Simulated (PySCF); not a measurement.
Input of a run (PBE0-D3(BJ)/def2-SVP geometry optimisation, gas phase (PySCF 2.14.0)), started from GFN2-xTB:
```
{"job": {"xc": "PBE0", "basis": "def2-SVP", "d3": "d3bj", "grid": 2, "kind": "geom"}, "charge": 0, "multiplicity": 1}
C     -1.958283    -0.496895    -0.648289
C     -1.126753     0.025070     0.525919
C      0.321230    -0.237738     0.305545
C      1.269198     0.696473     0.222501
C      2.669369     0.369046    -0.012265
O      3.565773     1.169561    -0.106124
H     -1.810545    -1.566710    -0.776889
H     -1.666910     0.003841    -1.568615
H     -3.014837    -0.311719    -0.472251
H     -1.301587     1.093563     0.659992
H     -1.441580    -0.492215     1.437020
H      0.592748    -1.280682     0.187537
H      1.035619     1.747310     0.327011
H      2.865878    -0.719378    -0.103258
```

Output (energies in Eh, forces in Eh/bohr):
```
step   0  E = -270.03513420  max force = 0.010951
step   1  E = -270.03650199  max force = 0.002363
step   2  E = -270.03651495  max force = 0.001186
step   3  E = -270.03651960  max force = 0.001149
step   4  E = -270.03652181  max force = 0.000780
step   5  E = -270.03652400  max force = 0.000494
step   6  E = -270.03652652  max force = 0.000188
optimisation converged
```

Q: Summarise the run.

A: The energy falls by 0.038 eV over 7 energy and gradient evaluations, the largest force component goes from 0.0110 to 1.9e-04 Eh/bohr, and the atoms move by 0.039 Å rms after alignment. The bond that changes most is C3–H12 (alkene CH carbon to vinylic hydrogen), which lengthens by 0.016 Å. Bonds longer at the end by more than 0.005 Å: 10 of 13; shorter: 0. The energy never rose by more than 1e-6 Eh on the way. The first step brought 98 % of the lowering.

Q: What are the final bond lengths?

A: C1–C2 1.527 Å, C2–C3 1.490 Å, C3=C4 1.342 Å, C4–C5 1.467 Å, C5=O6 1.206 Å, C1–H7 1.101 Å, C1–H8 1.100 Å, C1–H9 1.100 Å, C2–H10 1.101 Å, C2–H11 1.105 Å, C3–H12 1.100 Å, C4–H13 1.095 Å, C5–H14 1.123 Å. Numbering counts from 1 in the input's order; the species is `CC/C=C/C=O` (trans-2-pentenal).

The run used 124 basis functions and 50 SCF cycles in all. The run took 40 s wall on an Intel Xeon Platinum 8488C with one thread, shared host, and the process peaked at 0.66 GiB of memory.

No frequency check. One conformer, not necessarily the lowest.

Shape of the structure used: `[CH3:1][CH2:2]/[CH:3]=[CH:4]/[CH:5]=[O:6]`: C1–C2–C3–C4 120°, C3–C4–C5–O6 180°.
